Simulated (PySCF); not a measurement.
**Energy profile**

The step: CH₆AlN ([CH3][AlH][NH2]) → CH₃Al ([CH3][Al]) + NH₃ (still joined by a long Al–N bond); bonds formed: N2–H3; bonds broken: Al1–H3; bonds weakened to dative contacts: Al1–N2 (atoms numbered as in the saddle structure below).

```
atom    x (Å)    y (Å)    z (Å)
 Al1  -0.7444  -0.0878  -0.7238
  N2  -0.3781  -1.4084   0.6049
  H3  -1.7171  -0.8947   0.4333
  C4   0.6154   1.3289  -0.5828
  H5  -0.6754  -2.3602   0.4231
  H6   0.2186  -1.3960   1.4362
  H7   1.6203   0.9046  -0.6892
  H8   0.5559   1.7834   0.4145
  H9   0.5050   2.1304  -1.3163
```

Electronic energies by CCSD(T) at an estimated basis limit (MP2 extrapolated from triple and quadruple zeta, plus CCSD(T) − MP2 in triple zeta), on PBE0-D4/def2-TZVP structures; CH6AlN, singlet; no counterpoise correction. Computed with PySCF 2.14 with density fitting (its default auxiliary sets; JK sets also for MP2 and CCSD(T)) (basis: def2-TZVPP and def2-QZVPP); correlated methods freeze the cores. Extrapolation: Hartree–Fock as exp(−7.88 √X), correlation as X^−2.97.

Q: Give the profile in kJ/mol, counted from the start structure. (To be estimated.)

A: The calculation gives:
```json
{"point": "start structure", "kJ/mol": "0.0"}
{"point": "saddle", "kJ/mol": "300.6"}
{"point": "end structure", "kJ/mol": "152.6"}
{"point": "separated: CH3Al (linked as [CH3][Al]; Al1, C4, H7, H8, H9; singlet) + NH3 (N2, H3, H5, H6; singlet)", "kJ/mol": "202.5"}
```

No T1 diagnostic of these runs exceeds 0.016. The restricted Hartree–Fock reference is unstable towards an unrestricted one at one or more of these structures. A large double-excitation amplitude points to some diradical character; no triplet was computed.

For scale, one of the runs: CCSD(T)/def2-TZVPP, 188 basis functions, launched by `OMP_NUM_THREADS=4 python run.py`. Time: 3.6 min of wall clock on 4 CPU threads of an Arm Neoverse V1; the host was shared. Peak host memory: 1.7 GiB.
